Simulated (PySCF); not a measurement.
Rows and methods have been separated. Pair them.

Compound: C4H6N2.
Bonds: C1–N2, N2–C3 (aromatic), C3–C4 (aromatic), C4–N5 (aromatic), N5–C6 (aromatic), N2–C6 (aromatic). Hydrogens: H7, H8, H9 on C1; H10 on C3; H11 on C4; H12 on C6.

The closed-shell ground state was solved 5 times with PySCF (density fitting, gas phase), always in the pcSseg-2 basis (300 functions), with these functionals: B97-2, BHandHLYP, CAM-B3LYP, LC-wPBE and wB97X-D. Geometry: PBE0-D3(BJ)/def2-SVP; no solvent, vibrations or thermal averaging.

```csv
row,total energy (Eh),HOMO (eV),LUMO (eV),dipole (D)
P,-265.4522,-9.20,2.10,4.26
Q,-265.4950,-7.87,1.01,4.21
R,-265.5344,-8.39,2.06,4.20
S,-265.5297,-6.33,0.38,4.10
T,-265.4590,-7.43,0.84,4.19
```

**Question.** Which functional belongs to which row?

**Answer.** P = LC-wPBE, Q = CAM-B3LYP, R = wB97X-D, S = B97-2, T = BHandHLYP. By rising HOMO–LUMO gap: B97-2 (global hybrid, 21 % exact exchange) 6.71 eV; BHandHLYP (global hybrid, 50 % exact exchange) 8.27 eV; CAM-B3LYP (range-separated hybrid) 8.88 eV; wB97X-D (range-separated hybrid) 10.45 eV; LC-wPBE (range-separated hybrid) 11.30 eV. Total energies of different functionals aren't bounds to one another; each is stationary for its own functional.

The pairwise dispersion term of wB97X-D wasn't added to the energies; at a given geometry it leaves orbitals and properties as they are.
